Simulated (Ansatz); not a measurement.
C3H5NO can be A, `CC(N)=C=O`, or B, `COC1=NC1`.

Gas-phase electronic energies from Ansatz, PBE0-D4/def2-TZVP geometries. CCSD(T)/CBS is the MP2 limit (def2-TZVPP, def2-QZVPP) plus CCSD(T) − MP2 in def2-TZVPP, frozen cores. DFT in def2-TZVPP. One conformer a species, not always the lowest.

Which is lower in electronic energy at CCSD(T)/CBS, and by how much? (Best estimate.)

Computed: A, by 111.6 kJ/mol.

Give E(B) − E(A) in kJ/mol with HF/def2-TZVPP, MP2/def2-TZVPP, BLYP-D4, CCSD(T)/def2-TZVPP, CCSD/def2-TZVPP, B2PLYP, LDA (SPW92). (An estimate is asked.)

Ansatz gave: HF/def2-TZVPP 115.6, MP2/def2-TZVPP 108.6, BLYP-D4 127.3, CCSD(T)/def2-TZVPP 108.2, CCSD/def2-TZVPP 108.8, B2PLYP 118.0, LDA (SPW92) 115.9. None reverses the order clearly.

Does the order hold for the free energy at 298.15 K (harmonic terms from PBE0-D4)? (Estimate.)

Computed: Yes: G(B) − G(A) = +115.6 kJ/mol, for one conformer each.

Largest T1 diagnostic: 0.015.

From r2SCAN to r2SCAN0 (25 % exact exchange), in def2-TZVPP and without D4, E(B) − E(A) moves by −4.1 kJ/mol. In def2-TZVPP, CCSD(T) changes the Hartree–Fock value by −7.4 kJ/mol (the triples alone add −0.6 kJ/mol) and MP2 by −7.0 kJ/mol.
